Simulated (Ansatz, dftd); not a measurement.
Reaction: C2H3O2 (SMILES CO[C]=O, doublet) → C2H3O2 (SMILES C(=O)O[CH2], doublet)
Each species at its own B3LYP-D3(BJ)/def2-TZVP minimum (Ansatz, a program for electronic structure), one conformer.

Quantity: isomerisation energy (electronic), in kcal/mol. UHF or UKS for unpaired electrons; spin-orbit terms are left out. Correlated methods leave the cores frozen. Rows without X2C or -DK are non-relativistic. CBS(X,Y): correlation extrapolated as X^-3, Hartree-Fock from the larger set. A bracket is a step between two methods taken in the basis named. The functionals are non-relativistic, so their misses hold any scalar relativity. '+ core + X2C': CCSD(T) terms for core correlation (cc-pwCVTZ) and scalar relativity (cc-pVTZ-DK).

```json
[
 {"level": "PBE-D3(BJ)/def2-TZVPD", "program": "Ansatz + dftd3", "isomerisation energy (kcal/mol)": "1.0", "difference against the last row": "-0.7"},
 {"level": "PBE/def2-TZVPD", "program": "Ansatz", "isomerisation energy (kcal/mol)": "1.0", "difference against the last row": "-0.7"},
 {"level": "r2SCAN/def2-TZVPD", "program": "Ansatz", "isomerisation energy (kcal/mol)": "0.2", "difference against the last row": "-1.5"},
 {"level": "B3LYP-D4/def2-TZVPD", "program": "Ansatz + dftd4", "isomerisation energy (kcal/mol)": "1.0", "difference against the last row": "-0.7"},
 {"level": "B3LYP/def2-TZVPD", "program": "Ansatz", "isomerisation energy (kcal/mol)": "1.0", "difference against the last row": "-0.7"},
 {"level": "PBE0/def2-TZVPD", "program": "Ansatz", "isomerisation energy (kcal/mol)": "0.6", "difference against the last row": "-1.1"},
 {"level": "r2SCANh-D4/def2-TZVPD", "program": "Ansatz + dftd4", "isomerisation energy (kcal/mol)": "0.1", "difference against the last row": "-1.6"},
 {"level": "MP2/CBS(cc-pVTZ,cc-pVQZ)", "program": "Ansatz", "isomerisation energy (kcal/mol)": "2.1", "difference against the last row": "0.4"},
 {"level": "CCSD/cc-pVDZ", "program": "Ansatz", "isomerisation energy (kcal/mol)": "2.0", "difference against the last row": "0.3"},
 {"level": "CCSD/CBS(cc-pVTZ,cc-pVQZ)", "program": "Ansatz", "isomerisation energy (kcal/mol)": "1.0", "difference against the last row": "-0.7"},
 {"level": "CCSD(T)/cc-pVQZ", "program": "Ansatz", "isomerisation energy (kcal/mol)": "1.7", "difference against the last row": "0.0"},
 {"level": "CCSDT(Q)/cc-pVDZ", "program": "Ansatz", "isomerisation energy (kcal/mol)": "2.7", "difference against the last row": "1.0"},
 {"level": "CCSD(T)/CBS(cc-pVTZ,cc-pVQZ) + [CCSDT(Q) - CCSD(T)]/cc-pVDZ + core + X2C", "program": "Ansatz", "isomerisation energy (kcal/mol)": "1.7", "difference against the last row": "0.0"}
]
```
